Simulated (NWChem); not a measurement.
The numbers come from NWChem runs, not from measurements. System: water (H₂O), charge 0, spin multiplicity 1, at a geometry optimised with PBE/def2-SVP. Level: CIS/def2-SVPD.

Job file:

```
start mol
memory heap 200 mb stack 800 mb global 1000 mb
geometry units angstroms nocenter noautoz
  O      0.000000     0.000000     0.122623
  H      0.757688     0.000000    -0.490493
  H     -0.757688     0.000000    -0.490493
  symmetry group C2v
end
basis spherical
  * library def2-svpd
end
dft
  xc hfexch
  semidirect memsize 60000000 filesize 0
  iterations 100
end
tddft
  cis
  nroots 5
  notriplet
  thresh 1e-4
end
task tddft energy
```

NWChem printed:

```
             Northwest Computational Chemistry Package (NWChem) 7.3.0
             --------------------------------------------------------

                                NWChem Input Module
                                -------------------

 Scaling coordinates for geometry "geometry" by  1.889725989
 (inverse scale =  0.529177249)

 Turning off AUTOSYM since
 SYMMETRY directive was detected!

                             Geometry "geometry" -> ""
                             -------------------------

 Output coordinates in angstroms (scale by  1.889725989 to convert to a.u.)

  No.       Tag          Charge          X              Y              Z
 ---- ---------------- ---------- -------------- -------------- --------------
    1 O                    8.0000     0.00000000     0.00000000     0.12262300
    2 H                    1.0000     0.75768800     0.00000000    -0.49049300
    3 H                    1.0000    -0.75768800     0.00000000    -0.49049300

 Effective nuclear repulsion energy (a.u.)       9.0359850017

            Nuclear Dipole moment (a.u.)
            ----------------------------
        X                 Y               Z
 ---------------- ---------------- ----------------
     0.0000000000     0.0000000000    -0.0000037795

      Symmetry information
      --------------------

 Group name             C2v
 Group number             16
 Group order               4
 No. of unique centers     2

      Symmetry unique atoms

     1    2


 Summary of "ao basis" -> "" (spherical)
 ------------------------------------------------------------------------------
       Tag                 Description            Shells   Functions and Types
 ---------------- ------------------------------  ------  ---------------------
 *                         def2-svpd                  on all atoms

  xc_inp: hfexch multiplicative factor not found.

                                 NWChem DFT Module
                                 -----------------

 Summary of "ao basis" -> "ao basis" (spherical)
 ------------------------------------------------------------------------------
       Tag                 Description            Shells   Functions and Types
 ---------------- ------------------------------  ------  ---------------------
 O                         def2-svpd                 9       23   4s3p2d
 H                         def2-svpd                 4        8   2s2p

 Summary of "ao basis" -> "ao basis" (spherical)
 ------------------------------------------------------------------------------
       Tag                 Description            Shells   Functions and Types
 ---------------- ------------------------------  ------  ---------------------
 O                         def2-svpd                 9       23   4s3p2d
 H                         def2-svpd                 4        8   2s2p

      Symmetry analysis of basis
      --------------------------

        a1         17
        a2          4
        b1         11
        b2          7

            General Information
            -------------------
          SCF calculation type: DFT
          Wavefunction type:  closed shell.
          No. of atoms     :     3
          No. of electrons :    10
           Alpha electrons :     5
            Beta electrons :     5
          Charge           :     0
          Spin multiplicity:     1
          Use of symmetry is: off; symmetry adaption is: on
          Maximum number of iterations: 100
          AO basis - number of functions:    39
[...]
     Dipole Oscillator Strength                    0.0468688676
     Electric Quadrupole                           0.0000000141
     Magnetic Dipole                               0.0000000263
     Total Oscillator Strength                     0.0468689080

          sigma_e =   1.8499 Angstrom
          sigma_h =   0.8228 Angstrom
         |d_h->e| =   0.9110 Angstrom
            d_exc =   2.2156 Angstrom
            d_CD1 =   1.9381 Angstrom
            d_CD2 =  -0.4254 Angstrom
            d_CD3 =   3.1266 Angstrom
     Pearson C.C. =   0.0067

     Occ.    5  b2  ---  Virt.    6  a1      -0.94244
     Occ.    5  b2  ---  Virt.    9  a1      -0.06037
     Occ.    5  b2  ---  Virt.   11  a1       0.09647
     Occ.    5  b2  ---  Virt.   13  a1       0.19504
     Occ.    5  b2  ---  Virt.   16  a1       0.23366
     Occ.    5  b2  ---  Virt.   23  a1      -0.06330
  ----------------------------------------------------------------------------
  Root   2 singlet a2             0.391989419 a.u.               10.6666 eV
  ----------------------------------------------------------------------------
     Transition Moments    X  0.00000   Y -0.00000   Z -0.00000
     Transition Moments   XX -0.00000  XY  0.59885  XZ -0.00000
     Transition Moments   YY  0.00000  YZ  0.00000  ZZ  0.00000
     Dipole Oscillator Strength                    0.0000000000
     Electric Quadrupole                           0.0000001150
     Magnetic Dipole                               0.0000000883
     Total Oscillator Strength                     0.0000002033

          sigma_e =   2.0341 Angstrom
          sigma_h =   0.8228 Angstrom
         |d_h->e| =   0.6312 Angstrom
            d_exc =   2.2798 Angstrom
            d_CD1 =   1.8426 Angstrom
            d_CD2 =  -0.7972 Angstrom
            d_CD3 =   2.9111 Angstrom
     Pearson C.C. =   0.0046

     Occ.    5  b2  ---  Virt.    7  b1       0.84595
     Occ.    5  b2  ---  Virt.   10  b1       0.39918
     Occ.    5  b2  ---  Virt.   15  b1      -0.08203
     Occ.    5  b2  ---  Virt.   17  b1      -0.32603
     Occ.    5  b2  ---  Virt.   18  b1       0.06228
     Occ.    5  b2  ---  Virt.   24  b1       0.07856
  ----------------------------------------------------------------------------
  Root   3 singlet a1             0.415189544 a.u.               11.2979 eV
  ----------------------------------------------------------------------------
     Transition Moments    X -0.00000   Y -0.00000   Z  0.64967
     Transition Moments   XX -0.35327  XY  0.00000  XZ  0.00000
     Transition Moments   YY  0.59045  YZ -0.00000  ZZ -0.41597
     Dipole Oscillator Strength                    0.1168273405
     Electric Quadrupole                           0.0000001212
     Magnetic Dipole                               0.0000000000
     Total Oscillator Strength                     0.1168274616

          sigma_e =   1.9918 Angstrom
          sigma_h =   0.8524 Angstrom
         |d_h->e| =   0.7977 Angstrom
            d_exc =   2.2856 Angstrom
            d_CD1 =   1.9371 Angstrom
            d_CD2 =  -0.6244 Angstrom
            d_CD3 =   3.0833 Angstrom
     Pearson C.C. =   0.0314

     Occ.    4  a1  ---  Virt.    6  a1      -0.91082
     Occ.    4  a1  ---  Virt.    9  a1      -0.13249
     Occ.    4  a1  ---  Virt.   11  a1       0.09229
     Occ.    4  a1  ---  Virt.   13  a1       0.12194
     Occ.    4  a1  ---  Virt.   16  a1       0.20835
     Occ.    5  b2  ---  Virt.    8  b2      -0.26308
     Occ.    5  b2  ---  Virt.   14  b2       0.10488
  ----------------------------------------------------------------------------
  Root   4 singlet b2             0.458775020 a.u.               12.4839 eV
  ----------------------------------------------------------------------------
     Transition Moments    X  0.00000   Y -0.23572   Z -0.00000
     Transition Moments   XX -0.00000  XY  0.00000  XZ  0.00000
     Transition Moments   YY -0.00000  YZ -0.80919  ZZ -0.00000
     Dipole Oscillator Strength                    0.0169943706
     Electric Quadrupole                           0.0000003367
     Magnetic Dipole                               0.0000000001
     Total Oscillator Strength                     0.0169947075

          sigma_e =   2.1698 Angstrom
          sigma_h =   0.8228 Angstrom
         |d_h->e| =   0.9556 Angstrom
            d_exc =   2.5048 Angstrom
            d_CD1 =   2.3026 Angstrom
            d_CD2 =  -0.5407 Angstrom
            d_CD3 =   3.4603 Angstrom
     Pearson C.C. =   0.0068

     Occ.    5  b2  ---  Virt.    9  a1       0.95105
     Occ.    5  b2  ---  Virt.   11  a1      -0.05624
     Occ.    5  b2  ---  Virt.   13  a1       0.28762
     Occ.    5  b2  ---  Virt.   26  a1       0.06870
  ----------------------------------------------------------------------------
  Root   5 singlet a1             0.475526284 a.u.               12.9397 eV
  ----------------------------------------------------------------------------
     Transition Moments    X -0.00000   Y -0.00000   Z  0.14218
     Transition Moments   XX -0.17492  XY -0.00000  XZ  0.00000
     Transition Moments   YY -1.97366  YZ  0.00000  ZZ -0.09910
     Dipole Oscillator Strength                    0.0064085044
     Electric Quadrupole                           0.0000006447
     Magnetic Dipole                               0.0000000000
     Total Oscillator Strength                     0.0064091490

          sigma_e =   2.4060 Angstrom
          sigma_h =   0.8299 Angstrom
         |d_h->e| =   0.2060 Angstrom
            d_exc =   2.5681 Angstrom
            d_CD1 =   1.7822 Angstrom
            d_CD2 =  -1.4119 Angstrom
            d_CD3 =   2.7741 Angstrom
     Pearson C.C. =  -0.0188

     Occ.    3  b1  ---  Virt.    7  b1       0.13718
     Occ.    3  b1  ---  Virt.   10  b1       0.09004
     Occ.    3  b1  ---  Virt.   17  b1      -0.09283
     Occ.    4  a1  ---  Virt.    6  a1      -0.23637
     Occ.    4  a1  ---  Virt.    9  a1      -0.25507
     Occ.    4  a1  ---  Virt.   13  a1      -0.07712
     Occ.    5  b2  ---  Virt.    8  b2       0.89405
     Occ.    5  b2  ---  Virt.   14  b2      -0.16751

              Target root =      1
          Target symmetry = none
      Ground state energy =    -75.972400808565
        Excitation energy =      0.327890246513
     Excited state energy =    -75.644510562052

  stored tddft:energy   -75.644510562051551

 Task  times  cpu:        5.8s     wall:        5.8s

 Total times  cpu:        5.9s     wall:        5.9s
```
